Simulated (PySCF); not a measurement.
## Basis-set dependence of population analyses: `CCS(=O)(=O)O`

Compound: C₂H₆O₃S.
Atom-mapped SMILES: `[CH3:1][CH2:2][S:3](=[O:4])(=[O:5])[OH:6]` (hydrogens: H7, H8, H9 on C1; H10, H11 on C2; H12 on O6)

PBE0 throughout (PySCF), one geometry, spherical d and f functions. The structure is a single PBE0-D3(BJ)/def2-SVP conformer in the gas phase; no vibrational or solvent corrections. Atoms taken as equivalent share a column and are averaged. The first 7 of 8 kinds of atom are listed.

Mulliken charges (e):

```csv
basis,functions,C1,C2,S3,O4/O5,O6,H7/H8/H9,H10/H11
STO-3G,40,-0.241,-0.265,+1.162,-0.472,-0.384,+0.094,+0.096
6-31G,70,-0.503,-0.606,+1.331,-0.570,-0.667,+0.213,+0.256
pcSseg-0,70,-0.639,-0.786,+1.746,-0.724,-0.718,+0.270,+0.315
6-31G*,100,-0.553,-0.555,+1.290,-0.529,-0.690,+0.210,+0.236
def2-SVP,118,-0.090,-0.151,+0.885,-0.454,-0.358,+0.074,+0.095
cc-pVDZ,118,-0.096,-0.221,+0.933,-0.438,-0.329,+0.071,+0.092
pcSseg-1,139,-0.297,-0.397,+1.161,-0.522,-0.465,+0.144,+0.171
aug-cc-pVDZ,196,+0.413,+0.114,+2.147,-0.855,-0.639,-0.091,-0.099
"6-311+G(2d,p)",206,-0.501,-0.334,+0.975,-0.470,-0.425,+0.174,+0.198
def2-TZVP,228,-0.378,-0.225,+0.782,-0.422,-0.410,+0.145,+0.145
cc-pVTZ,268,-0.299,-0.207,+0.877,-0.432,-0.333,+0.118,+0.121
IGLO-III,279,-0.379,-0.324,+1.333,-0.560,-0.606,+0.141,+0.163
pcSseg-2,307,-0.097,-0.078,+0.937,-0.474,-0.361,+0.058,+0.062
```

IAO charges (e):

```
        basis  functions      C1      C2      S3   O4/O5      O6  H7/H8/H9  H10/H11
       STO-3G         40  -0.399  -0.430  +1.546  -0.599  -0.493    +0.145   +0.147
        6-31G         70  -0.442  -0.439  +1.838  -0.773  -0.686    +0.172   +0.189
     pcSseg-0         70  -0.432  -0.461  +1.872  -0.775  -0.678    +0.168   +0.188
       6-31G*        100  -0.423  -0.458  +2.123  -0.858  -0.728    +0.159   +0.172
     def2-SVP        118  -0.412  -0.447  +2.118  -0.856  -0.725    +0.155   +0.168
      cc-pVDZ        118  -0.422  -0.453  +2.105  -0.848  -0.726    +0.157   +0.170
     pcSseg-1        139  -0.421  -0.454  +2.127  -0.861  -0.732    +0.158   +0.172
  aug-cc-pVDZ        196  -0.433  -0.453  +2.125  -0.864  -0.742    +0.162   +0.176
6-311+G(2d,p)        206  -0.434  -0.465  +2.171  -0.879  -0.749    +0.162   +0.177
    def2-TZVP        228  -0.434  -0.473  +2.204  -0.887  -0.753    +0.162   +0.176
      cc-pVTZ        268  -0.435  -0.468  +2.174  -0.877  -0.748    +0.162   +0.176
     IGLO-III        279  -0.435  -0.469  +2.192  -0.885  -0.753    +0.162   +0.177
     pcSseg-2        307  -0.434  -0.472  +2.195  -0.885  -0.753    +0.163   +0.177
```

Hirshfeld charges (e):

```tsv
basis	functions	C1	C2	S3	O4/O5	O6	H7/H8/H9	H10/H11
STO-3G	40	-0.039	-0.056	+0.808	-0.359	-0.240	+0.024	+0.024
6-31G	70	-0.094	-0.052	+0.658	-0.365	-0.246	+0.051	+0.063
pcSseg-0	70	-0.101	-0.057	+0.669	-0.348	-0.247	+0.047	+0.054
6-31G*	100	-0.094	-0.051	+0.528	-0.315	-0.210	+0.047	+0.062
def2-SVP	118	-0.112	-0.066	+0.573	-0.314	-0.213	+0.048	+0.058
cc-pVDZ	118	-0.107	-0.067	+0.548	-0.306	-0.207	+0.048	+0.059
pcSseg-1	139	-0.113	-0.069	+0.559	-0.310	-0.210	+0.049	+0.060
aug-cc-pVDZ	196	-0.120	-0.078	+0.549	-0.306	-0.207	+0.053	+0.065
6-311+G(2d,p)	206	-0.113	-0.074	+0.527	-0.301	-0.205	+0.051	+0.064
def2-TZVP	228	-0.116	-0.073	+0.517	-0.298	-0.202	+0.051	+0.064
cc-pVTZ	268	-0.116	-0.074	+0.531	-0.302	-0.203	+0.051	+0.064
IGLO-III	279	-0.122	-0.075	+0.530	-0.297	-0.203	+0.051	+0.063
pcSseg-2	307	-0.121	-0.076	+0.530	-0.301	-0.204	+0.052	+0.065
```

ESP-fitted charges (e):

```tsv
basis	functions	C1	C2	S3	O4/O5	O6	H7/H8/H9	H10/H11
STO-3G	40	-0.313	-0.179	+1.353	-0.538	-0.531	+0.102	+0.067
6-31G	70	-0.251	-0.227	+1.341	-0.626	-0.717	+0.110	+0.132
pcSseg-0	70	-0.320	-0.260	+1.515	-0.656	-0.719	+0.123	+0.124
6-31G*	100	-0.311	-0.092	+0.843	-0.451	-0.531	+0.114	+0.101
def2-SVP	118	-0.217	-0.172	+1.066	-0.510	-0.556	+0.090	+0.102
cc-pVDZ	118	-0.245	-0.124	+0.938	-0.471	-0.525	+0.096	+0.096
pcSseg-1	139	-0.250	-0.124	+1.021	-0.504	-0.561	+0.098	+0.095
aug-cc-pVDZ	196	-0.286	-0.125	+0.867	-0.460	-0.492	+0.111	+0.109
6-311+G(2d,p)	206	-0.309	-0.093	+0.801	-0.441	-0.502	+0.116	+0.105
def2-TZVP	228	-0.285	-0.110	+0.857	-0.455	-0.509	+0.108	+0.103
cc-pVTZ	268	-0.284	-0.114	+0.839	-0.449	-0.492	+0.108	+0.105
IGLO-III	279	-0.290	-0.112	+0.775	-0.430	-0.478	+0.112	+0.109
pcSseg-2	307	-0.287	-0.137	+0.937	-0.484	-0.523	+0.111	+0.110
```

Some averages cover members that differ in this geometry, most widely: O4/O5, ESP-fitted in 6-311+G(2d,p) -0.481 to -0.401; O4/O5, ESP-fitted in pcSseg-2 -0.524 to -0.444; O4/O5, ESP-fitted in def2-TZVP -0.495 to -0.415; O4/O5, ESP-fitted in aug-cc-pVDZ -0.499 to -0.421 e.

Question: Which scheme is steadiest as the basis changes?

Answer: Largest range over the bases for any column: Hirshfeld 0.29 e, IAO 0.66 e, ESP-fitted 0.74 e, Mulliken 1.37 e. Hirshfeld charges move least and Mulliken charges most, counted in e. Without the minimal STO-3G basis the ranges are Hirshfeld 0.15, IAO 0.37, ESP-fitted 0.74, Mulliken 1.37 e.

Question: How much do the charges still move between the two largest bases, IGLO-III and pcSseg-2?

Answer: At most, over all atoms: Mulliken 0.396 e, IAO 0.003 e, Hirshfeld 0.004 e, ESP-fitted 0.162 e.

Question: What do the same runs give for the total energy, the frontier levels and the dipole moment?

Answer: 
```
        basis  energy (Eh)  HOMO (eV)  LUMO (eV)  μ (D)
       STO-3G    -694.4111      -3.54       5.42   2.68
        6-31G    -702.8086      -8.99       0.37   4.67
     pcSseg-0    -701.7860      -9.03       0.58   4.22
       6-31G*    -703.1388      -8.80       1.35   3.87
     def2-SVP    -702.8011      -8.82       1.02   3.77
      cc-pVDZ    -703.1663      -8.66       1.02   3.71
     pcSseg-1    -703.1140      -9.02       0.61   3.89
  aug-cc-pVDZ    -703.2085      -9.04      -0.46   3.94
6-311+G(2d,p)    -703.3053      -9.12      -0.20   3.95
    def2-TZVP    -703.3588      -9.08       0.45   3.85
      cc-pVTZ    -703.3306      -8.98       0.52   3.84
     IGLO-III    -703.3526      -9.09       0.15   3.85
     pcSseg-2    -703.3597      -9.15       0.01   3.99
```

The dipole is fixed by the density alone, so its range of 1.99 D shows that the density itself changes with the basis, not only its division among atoms.
